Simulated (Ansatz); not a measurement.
# AlPH (sextet): wave-function methods side by side, cc-pVDZ

One table from this session's results is given with a row withheld; the runs are named, their logs left out.

Computed with Ansatz 0.2.0, Gaussian basis. Level: cc-pVDZ, core rule «outside noble gas», up to 10 orbitals frozen.

To be run: UHF; CCSD(T) on ROHF; CCSD(T) on UHF; BCCD(T) on ROHF; CISD; CCSDT(Q) on ROHF; CCSDT(Q) on UHF; CCSDTQ on ROHF; CCSDTQ on UHF.

15 further runs of the same task are left out: 10 for a known fault of the program, 5 set aside as unsound or not needed.

**The geometry**

The geometry is a PBE0/def2-TZVP stationary point (not a proven minimum) of the parent state, kept for this charge and spin.

3 atoms, charge 0, spin multiplicity 6.

Atoms are counted from 1 here; the program's logs count them from 0.

Bond lengths: Al1–P2 2.386 Å, Al1–H3 1.614 Å. Angles: P2–Al1–H3 114.3°.

The first run:

The input, in.yaml:

```yaml
crystal:
  periodic: [false, false, false]
  atoms:
    - {symbol: Al, position_ang: [0.000000, -0.107696, 1.237712]}
    - {symbol: P, position_ang: [0.000000, 0.051009, -1.143237]}
    - {symbol: H, position_ang: [0.000000, 1.315423, 1.999097]}
basis:
  gaussian: {orbitals: cc-pVDZ}
magnetization: {spin_polarized: true, initial_magnetization: 5}
hamiltonian: {xc: hf}
output: {orbitals: {seedname: orbitals}}
```

On the command line:

```sh
ansatz run in.yaml --threads 1 --pin off --events-out ev --progress --plain --max-ram 4096MiB --backend cpu
```

Among the steps run: UHF; CCSD(T) on ROHF; CCSD(T) on UHF; BCCD(T) on ROHF; CISD; CCSDT(Q) on ROHF; CCSDT(Q) on UHF; CCSDTQ on ROHF; CCSDTQ on UHF.

One of the session's tables, all rows but one given; the rest of the session is left out.

It belongs to the step «Misses and costs». 

| method | from UCCSDTQ (meV) |
| --- | --- |
| ROHF | +3968.1 |
| UHF | +3930.5 |
| RMP2 | +1021.5 |
| UMP2 | +1004.7 |
| CISD | +292.4 |
| RCCSD | ? |
| UCCSD | +133.3 |
| RCCSD(T) | +38.1 |
| UCCSD(T) | +37.0 |
| BCCD(T) | +36.8 |
| RCCSDT | +7.0 |
| UCCSDT | +6.4 |
| RCCSDT(Q) | +1.8 |
| UCCSDT(Q) | +1.0 |
| RCCSDTQ | +0.5 |
| UCCSDTQ | 0 |

**Question.** Estimate the row for RCCSD.

As computed: from UCCSDTQ (meV): +135.8. In the column «from UCCSDTQ (meV)» it lies between UCCSD (+133.3) and CISD (+292.4).

To keep in mind: Restricted and unrestricted rows rest on different reference determinants; where their highest levels disagree by more than a few hundredths of an eV, they describe different states and don't form one ladder.
